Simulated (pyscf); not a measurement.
PySCF, gas phase, ωB97X-D3(BJ)/def2-SVP geometries.

**Question.** PBE/def2-TZVP puts the barrier of H₃Si–AsH–SiH₃ + H atom (H•) -> silane (SiH₄) + H₃Si–AsH• (substitution at Si; doublet surface; As–Si broken, H–Si formed) at -2.9 kcal/mol and the reaction energy at -24.9 kcal/mol, from the separated reactants. What do B3LYP-D3(BJ)/def2-TZVP, PBE0-D3(BJ)/def2-TZVP, ωB97M-D3(BJ)/def2-TZVP give on the same structures?

**Answer.** B3LYP-D3(BJ): ΔE‡ = -1.3 kcal/mol, ΔE = -28.6 kcal/mol; PBE0-D3(BJ): ΔE‡ = 0.0 kcal/mol, ΔE = -23.2 kcal/mol; ωB97M-D3(BJ): ΔE‡ = 3.5 kcal/mol, ΔE = -28.1 kcal/mol. PBE's barrier lies under all of them, by 1.6 to 6.4 kcal/mol. Its reaction energy lies among theirs. At PBE, B3LYP-D3(BJ) this geometry lies under the reactants; that is no barrier but a single point on another level's saddle; such a level's own saddle, if it has one, lies nearer that side and is low. This is the saddle that the search found; another between the same sides may lie lower. The angle at the attacked Si is 179°. Elements up to Kr have no core potential and no relativistic terms here.
